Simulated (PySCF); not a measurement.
Disulfur monoxide, OS₂, SMILES O=S=S, point group Cs.

Level: PBE0/pcSseg-2 in PySCF (density fitting, grid level 2); geometry and Hessian at that level, cubic constants and property derivatives from steps of ±0.6 along each species' dimensionless normal coordinates, second-order vibrational perturbation theory. The parent has the commonest isotopes.

Equilibrium geometry (Å):

| atom | x | y | z |
| --- | --- | --- | --- |
| O1 | -1.3220 | -0.2491 | 0.2100 |
| S2 | -0.1719 | 0.3933 | -0.4089 |
| S3 | 1.5398 | -0.1543 | 0.1486 |

Problem. How much do zero-point and thermal motion change the parent's shieldings?

Solution. 
| atom | σe (ppm) | anharmonic part, 0 K | harmonic part, 0 K | Δσ at 0 K | Δσ at 300 K | Δσ at 500 K |
| --- | --- | --- | --- | --- | --- | --- |
| O1 | -575.03 | -11.35 | -10.20 | -21.55 | -24.40 | -28.55 |
| S2 | -651.36 | -8.40 | -4.95 | -13.35 | -15.60 | -19.25 |
| S3 | -720.47 | -18.42 | -15.98 | -34.40 | -41.27 | -52.16 |

Problem. And the bond lengths, in the parent and with ¹⁷O at 1?

Solution. 
```tsv
bond	re (Å)	⟨r⟩ at 0 K	between mean positions	⟨r⟩, labelled
O1–S2	1.4554	1.4600	1.4590	1.4599
S2–S3	1.8817	1.8857	1.8854	1.8857
```

The study (61 SCF points, 122 basis functions) took 3.8 min on 1 thread of Intel Xeon Platinum 8375C @ 2.90GHz (shared host) (rough), peak memory 0.56 GiB, launched as `OMP_NUM_THREADS=1 python ens_run.py task.json out`.
